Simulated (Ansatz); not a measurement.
Two shapes of singlet C₄H₈.

Shape 1:

```xyz
12

C     0.0201   -0.6182   -0.6857
C    -0.0212   -0.6244    0.6962
C    -0.0072    0.5691   -1.5860
C    -0.0204    0.5497    1.6195
H     0.0199   -1.6834   -1.1783
H    -0.0341   -1.6664    1.1428
H     0.0076    1.4827   -1.0983
H     0.9223    0.5328   -2.2357
H    -0.8749    0.4615   -2.2711
H    -0.0227    1.4691    1.0925
H    -0.8685    0.4990    2.2945
H     0.8544    0.5031    2.2056
```

Shape 2:

```xyz
12

C     0.0197   -0.6465   -0.6916
C    -0.0064   -0.5996    0.6969
C    -0.0337    0.5644   -1.5964
C    -0.0455    0.5468    1.6055
H    -0.0068   -1.6801   -1.1887
H    -0.0242   -1.6933    1.1393
H     0.0011    1.4547   -1.0949
H     0.9055    0.5532   -2.2242
H    -0.8633    0.4641   -2.2448
H    -0.0444    1.4625    1.1105
H    -0.8766    0.5252    2.2857
H     0.8654    0.4829    2.2230
```

Basis set: 6-31G (spherical functions). Correlated methods keep 4 orbitals frozen. Charge 0, multiplicity 1.

Computed with Ansatz (development build ahead of 0.2.0); each method stands on the lowest determinant of its kind that the runs found.

(1) Which shape is lower in energy, and by how much in each method?

Results:

(1)

| method | E(2) − E(1) (eV) |
| --- | --- |
| RHF | 0.182 |
| RHF-MP2 | 0.183 |

Shape 1 is lower.
